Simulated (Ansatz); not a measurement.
**bcc Li**

All values below come from LDA (Ansatz, an electronic-structure program, plane waves, PAW).

Settings: plane-wave cutoff 520 eV, 26×26×26 k mesh, Fermi–Dirac smearing 0.077 eV (set by the program), scalar-relativistic PAW data made under PBE.

Cell: measured lattice: a = b = c = 3.509 Å, α = β = γ = 90.00°.

```
Item                                              Value
---------------------------------------------  --------
elastic constant C11                           11.0 GPa
elastic constant C12                           8.80 GPa
elastic constant C44                           10.6 GPa
Voigt–Reuss–Hill bulk modulus                  9.53 GPa
Voigt–Reuss–Hill shear modulus (Hill average)  4.56 GPa
Young modulus                                  11.8 GPa
Poisson ratio                                     0.294
```

Measured, for comparison: elastic constant C11 14.7 GPa (temperature not stated, no zero-point or thermal correction, our sources range from 13.4 to 14.7; as tabulated in arXiv:1601.06701); elastic constant C12 11.3 GPa (temperature not stated, no zero-point or thermal correction, our sources range from 11.3 to 12.5; as tabulated in Mechanics & Industry (2023), article mi220138, Table 3); elastic constant C44 9.6 GPa (temperature not stated, no zero-point or thermal correction, our sources range from 9.60 to 10.7; as tabulated in Mechanics & Industry (2023), article mi220138, Table 3). Computed (rounded) less measured: elastic constant C11 -25 % (-18 % to -25 % over the range), elastic constant C12 not scored (sources differ), elastic constant C44 not scored (sources differ).

Note: the cell isn't this level's own, so it is under some stress, which shifts stiffness and frequencies.

Elastic constants are with the ions relaxed.

Computed values are for the static lattice.
